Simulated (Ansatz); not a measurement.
`CS[SiH]` and `C[S][AlH2]` differ in one atom or group.

Ansatz, PBE0-D4/def2-TZVP geometries, multiplicity 1. 

```csv
property,`CS[SiH]`
size of the dipole moment (PBE/def2-TZVPP) / D,1.53
size of the dipole moment (ωB97M-V/def2-TZVPP) / D,1.43
HOMO–LUMO gap (PBE/def2-TZVPP) / eV,2.60
HOMO energy (PBE0/def2-TZVPP) / eV,-6.68
zero-point energy (PBE0-D4/def2-TZVP) / kJ/mol,122.4
HOMO energy (ωB97M-V/def2-TZVPP) / eV,-8.72
```

Question: What does the change do to each property? (An estimate is asked.)

Answer: Ansatz gave: 
```csv
property,`C[S][AlH2]`,shift
size of the dipole moment (PBE/def2-TZVPP) / D,1.43,-0.10
size of the dipole moment (ωB97M-V/def2-TZVPP) / D,1.39,-0.04
HOMO–LUMO gap (PBE/def2-TZVPP) / eV,4.08,1.48
HOMO energy (PBE0/def2-TZVPP) / eV,-7.22,-0.54
zero-point energy (PBE0-D4/def2-TZVP) / kJ/mol,138.1,15.7
HOMO energy (ωB97M-V/def2-TZVPP) / eV,-9.38,-0.66
```

With PBE0 the HOMO falls by 0.54 eV and the LUMO rises by 0.98 eV, so the gap widens by about 1.52 eV. PBE moves the HOMO by -0.46 eV and ωB97M-V by -0.66 eV. The zero-point energy changes by 15.7 kJ/mol with +3 modes. Dipoles are sizes alone; their direction can turn.
